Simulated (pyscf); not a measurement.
PySCF, gas phase, ωB97X-D3(BJ)/def2-SVP geometries.

**Question.** Estimate by transition-state theory the rate constant of HO–InH–AsH₂ + H₂ → H₂As–InH₂ + H₂O (singlet surface; In–O, H–H broken, H–In, H–O formed) at 600 K, with ωB97M-D3(BJ)/def2-TZVP energies (ideal gas, 1 atm, RRHO with modes under 100 cm⁻¹ raised to 100, one conformer, R ln 2 for chiral ones without a mode under 150 cm⁻¹; no tunnelling).

**Answer.** The electronic barrier is 18.1 kcal/mol and the thermal terms add +18.3, so ΔG‡ = 36.4 kcal/mol. With k_BT/h = 1.25e+13 s⁻¹ and RT = 1.192 kcal/mol, and a volume of 8.18e-20 cm³ per molecule at 1 atm, k = 5.7e-20 cm³ molecule⁻¹ s⁻¹. Wigner's tunnelling factor for 1218i cm⁻¹ would be 1.36. A shift of 1 kcal/mol in the barrier changes k by a factor 2.3. On the product side the descent ends in an adduct with a In–O contact, 13.7 kcal/mol under the separated species and 25.4 kcal/mol under the saddle at ωB97X-D3(BJ)/def2-TZVP. What is counted as broken (In–O) persists as a longer contact in the product adduct; parting that adduct is a step of its own. At the saddle there is also a short H–In contact that neither side keeps. This is the saddle that the search found; another between the same sides may lie lower. Elements up to Kr have no core potential and no relativistic terms here. Elements past Kr carry the def2 core potentials, without spin-orbit coupling.
